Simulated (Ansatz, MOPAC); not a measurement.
Molecule: C2H3O (charge 0, doublet). SMILES: [CH]1CO1

Atoms: C1, O2, C3, H4, H5, H6. Bonds: C1-O2, C1-C3, C1-H4, O2-C3, C3-H5, C3-H6.

Bond lengths (Å) and angles (degrees) optimised at PM6 with MOPAC; PM7 with MOPAC; MNDO with MOPAC; HF/STO-3G with Ansatz (a quantum-chemistry and plane-wave program); B3LYP/LANL2DZ with Ansatz; MP2/6-31G* with Ansatz, each started from the B3LYP-D3(BJ)/def2-TZVP structure (Ansatz) of the last column. A row stands for all coordinates that are equal there; 10 of 15 kinds are shown. 6-31G* holds six Cartesian d functions. No wavenumbers were computed at MNDO, HF/STO-3G, B3LYP/LANL2DZ, MP2/6-31G*, so these may be saddle points.

```csv
coordinate,PM6,PM7,MNDO,HF/STO-3G,B3LYP/LANL2DZ,MP2/6-31G*,B3LYP-D3(BJ)/def2-TZVP
C1-O2,1.358,1.341,1.359,1.400,1.427,1.376,1.363
C1-C3,1.451,1.436,1.464,1.472,1.479,1.448,1.445
C1-H4,1.034 to 1.087,1.030 to 1.088,1.060 to 1.102,1.089,1.089,1.088,1.086
O2-C3,1.515,1.475,1.446,1.448,1.550,1.479,1.472
C3-H6,1.087,1.088,1.102,1.088,1.087,1.086,1.084
O2-C1-C3,65.2,64.0,61.5,60.5,64.5,63.1,63.2
C1-O2-C3,60.4,61.1,62.8,62.2,59.4,60.8,61.2
C1-C3-O2,54.4,54.9,55.7,57.3,56.2,56.1,55.7
O2-C1-H4,137.4,137.7,136.2,122.9,122.6,121.2,122.1
C3-C1-H4,157.5,158.3,162.3,129.1,133.6,131.3,132.8
```

A range marks coordinates that this level makes unequal.

Mean signed difference of all 6 bond lengths from B3LYP-D3(BJ)/def2-TZVP: PM6 0.000 Å, PM7 -0.013 Å, MNDO 0.000 Å, HF/STO-3G 0.009 Å, B3LYP/LANL2DZ 0.031 Å, MP2/6-31G* 0.005 Å.
